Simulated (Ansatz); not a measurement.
Polycrystal shear modulus (GPa) of solids drawn from the class of oxides, at two levels: PBE in Ansatz (PAW), and r²SCAN (Ansatz, a first-principles code, plane waves, PAW).

```
solid                     PBE  r²SCAN
-----------------------  ----  ------
rock-salt CaO            74.1    81.9
rock-salt SrO            55.2    59.8
rutile SnO2              84.3    98.3
cubic perovskite BaZrO3  91.8     101
A-type hexagonal La2O3   36.6    42.7
SiO2 (P4₁2₁2, No. 92)    41.2       ?
cubic perovskite BaHfO3  99.0     109
rutile TiO2               109       ?
stishovite (SiO2)         200     226
rock-salt MgO             117     135
```

Question: Estimate the withheld r²SCAN values from the other rows.

Answer: One way: carry over the typical ratio. The ratios r²SCAN / PBE of the other rows, in order: 1.083, 1.100, 1.101, 1.105, 1.130, 1.154, 1.166, 1.167; median 1.1175. SiO2 (P4₁2₁2, No. 92): 41.2 × 1.1175 = 46.0 GPa; the run gives 42.6 GPa. Rutile TiO2: 109 × 1.1175 = 122 GPa; the run gives 120 GPa. The ratios spread from 1.083 to 1.167, so such an estimate is rough. SiO2 (P4₁2₁2, No. 92) lies outside that spread.

Over all 10 rows r²SCAN is the larger in 10.

Database compounds that came out metallic weren't drawn.

Ansatz's runs of these crystals have no spin polarisation.

Spin–orbit coupling is left out, also for the solids with elements from indium on (rutile SnO2, cubic perovskite BaZrO3, A-type hexagonal La2O3, cubic perovskite BaHfO3); its size isn't shown.

Each level is taken at its own relaxed cell. Ansatz's density-functional and Hartree–Fock values are scalar-relativistic unless marked +SOC, with PAW data made under PBE.
